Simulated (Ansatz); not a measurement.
# CH3B (triplet): from Hartree-Fock to the top rungs at a displaced geometry (v2), cc-pVDZ

Aim: climb from Hartree-Fock through coupled cluster for CH3B (triplet) at one geometry and basis, and see what each rung misses.

Method: cc-pVDZ, core rule «outside noble gas», up to 2 orbitals frozen; program: Ansatz 0.2.0, Gaussian basis.

The runs, in order: UHF; CCSD(T) on ROHF; CCSD(T) on UHF; BCCD(T) on ROHF; CISD; CCSDT(Q) on ROHF; CCSDT(Q) on UHF.

22 further runs of the same task are left out: 1 for a mislabelled method, 6 that didn't finish, 15 set aside as unsound or not needed.

## (1) What is computed

The geometry is a PBE0/def2-TZVP stationary point (not a proven minimum) with its atoms shifted at random (size 0.100 Å).

5 atoms, charge 0, spin multiplicity 3.

Atoms are counted from 1 here; the program's logs count them from 0.

Bond lengths: B1–C2 1.510 Å, B1–H3 1.183 Å, C2–H4 1.021 Å, C2–H5 1.230 Å. Angles: C2–B1–H3 127.8°, B1–C2–H4 123.5°, B1–C2–H5 121.9°, H4–C2–H5 111.4°.

## (2) UHF

Contents of in.yaml:

```yaml
crystal:
  periodic: [false, false, false]
  atoms:
    - {symbol: B, position_ang: [0.084481, -0.162746, 0.818619]}
    - {symbol: C, position_ang: [-0.080393, 0.081353, -0.662288]}
    - {symbol: H, position_ang: [-0.003773, 0.623712, 1.698302]}
    - {symbol: H, position_ang: [0.079336, 0.986959, -1.104941]}
    - {symbol: H, position_ang: [-0.023723, -0.834501, -1.481848]}
basis:
  gaussian: {orbitals: cc-pVDZ}
magnetization: {spin_polarized: true, initial_magnetization: 2}
hamiltonian: {xc: hf}
output: {orbitals: {seedname: orbitals}}
```

Launch:

```sh
$ ansatz run in.yaml --threads 1 --pin off --events-out ev --progress --plain --max-ram 2393MiB
```

The runs that follow: CCSD(T) on ROHF; CCSD(T) on UHF; BCCD(T) on ROHF; CISD; CCSDT(Q) on ROHF; CCSDT(Q) on UHF.

Q: Predict the results of all the runs planned. Wanted: UCCSDT(Q) below the RHF energy; RMP2 from UCCSDT(Q); UMP2 from UCCSDT(Q); RCCSD from UCCSDT(Q); RCCSD(T) from UCCSDT(Q); UCCSD(T) from UCCSDT(Q); RCCSDT(Q) from UCCSDT(Q); T1 diagnostic.

**Answer**, as computed:

```
                         quantity                                                   value
   UCCSDT(Q) below the RHF energy                                              -5.9447 eV
              RMP2 from UCCSDT(Q)                                             +1053.7 meV
              UMP2 from UCCSDT(Q)                                             +1062.7 meV
             RCCSD from UCCSDT(Q)                                              +166.4 meV
          RCCSD(T) from UCCSDT(Q)                                               +29.6 meV
          UCCSD(T) from UCCSDT(Q)                                               +29.2 meV
         RCCSDT(Q) from UCCSDT(Q)                                                +0.7 meV
levels within 1 kcal/mol (43 meV)  RCCSD(T), UCCSD(T), BCCD(T), RCCSDT, UCCSDT, RCCSDT(Q)
                    T1 diagnostic                                                   0.016
```

RCCSD(T) misses by +29.6 meV, 0.5 % of the correlation energy. These misses are within one basis, not against nature; the frozen cores of restricted and unrestricted runs differ, which can shift their rows.
